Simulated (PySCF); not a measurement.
# FH2O: the cost of one run

Computed with PySCF 2.14.0; each step states its level. No surroundings beyond the atoms listed, unless a continuum is named. Atoms count from 0, parts from 1.

## (1) Starting point

4 atoms, charge -1, multiplicity 1; geometry: GFN2-xTB. Parts: 1 = atoms 0–1, `F`, charge 0; 2 = atoms 2–3, `[OH-]`, charge -1. In the given geometry H1 has moved to O2 of another part (1.05 Å), so values for the parts refer to these atom groups.

## (2) Optimising the geometry at PBE0-D3(BJ)/def2-TZVPD

What the job is given:

```
{"job": {"xc": "PBE0", "basis": "def2-TZVPD", "d3": "d3bj", "grid": 3, "kind": "geom", "shake": 0.01}, "charge": -1, "multiplicity": 1, "parts": [{"atoms": "0-1", "charge": 0, "multiplicity": 1}, {"atoms": "2-3", "charge": -1, "multiplicity": 1}]}
F      0.293833     0.026611    -0.304615
H     -0.905874     0.630787     0.321549
O     -1.670469     1.174162     0.793194
H     -1.156692     1.992593     1.008590
```

On the command line:

```sh
OMP_NUM_THREADS=1 python cluster_run.py task.json out
```

The driver reads the jobs from task.json and runs them one after another.

Q: Estimate the wall time and peak memory of this job on 1 thread of Arm Neoverse V2, shared host.

About 12 s, with a peak of 0.41 GiB.
